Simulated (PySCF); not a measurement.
# A search over the determinants of SiCl

Unrestricted PBE0; basis Si pcseg-2, Cl pcseg-2; no relativity; PySCF 2.14. Outer shells of the fragments: Si 3s2 3p2; Cl 3s2 3p5.

Followed along the bond (rough minima from three points):

```json
{"2Ms+1": "2", "unpaired": "π ↑", "⟨S²⟩ at the start": "0.76", "R at minimum (Å)": "2.07", "Te (eV)": "0.00"}
{"2Ms+1": "4", "unpaired": "σ ↑, π ↑↑", "⟨S²⟩ at the start": "3.75", "R at minimum (Å)": "2.07", "Te (eV)": "2.93"}
```

Solutions found at the starting distance of 2.085 Å, counted from the lowest of them; the search is not exhaustive and high or unbound solutions are not listed, so other states can lie among these:

```json
{"2Ms+1": "2", "unpaired": "π ↑", "term": "²Π", "E (eV)": "0.00", "⟨S²⟩": "0.76", "⟨Lz²⟩": "1.01", "μ (D)": "-1.06"}
{"2Ms+1": "4", "unpaired": "σ ↑, π ↑↑", "term": "⁴Σ⁻", "E (eV)": "2.93", "⟨S²⟩": "3.75", "⟨Lz²⟩": "0.00", "μ (D)": "-1.14"}
{"2Ms+1": "2", "unpaired": "σ ↑", "term": "²Σ⁺", "E (eV)": "3.25", "⟨S²⟩": "0.75", "⟨Lz²⟩": "0.00", "μ (D)": "-0.93"}
{"2Ms+1": "2", "unpaired": "σ ↑, π ↑↓", "term": "mixed", "E (eV)": "3.95", "⟨S²⟩": "1.76", "⟨Lz²⟩": "2.02", "μ (D)": "-0.51"}
{"2Ms+1": "2", "unpaired": "σ ↓, π ↑↑", "term": "mixed", "E (eV)": "4.24", "⟨S²⟩": "1.77", "⟨Lz²⟩": "0.00", "μ (D)": "0.03"}
{"2Ms+1": "4", "unpaired": "π ↑↑↑", "term": "⁴Π", "E (eV)": "5.28", "⟨S²⟩": "3.77", "⟨Lz²⟩": "1.01", "μ (D)": "4.05"}
{"2Ms+1": "4", "unpaired": "σ ↑↑, π ↑", "term": "⁴Π", "E (eV)": "6.12", "⟨S²⟩": "3.76", "⟨Lz²⟩": "1.00", "μ (D)": "-1.00"}
{"2Ms+1": "4", "unpaired": "σ ↑, π ↑↑", "term": "mixed", "E (eV)": "7.87", "⟨S²⟩": "3.76", "⟨Lz²⟩": "2.02", "μ (D)": "3.67"}
{"2Ms+1": "4", "unpaired": "σ ↑, π ↑↑", "term": "mixed", "E (eV)": "8.08", "⟨S²⟩": "3.76", "⟨Lz²⟩": "2.02", "μ (D)": "3.64"}
```

A term symbol is given only where ⟨S²⟩ and ⟨Lz²⟩ are close to those of a pure state; real π, δ and φ orbitals otherwise mix terms. A positive dipole means Si(−)Cl(+).

Counting both spins, an empty level lies below a filled one in some of these solutions, because spin and occupation are held.
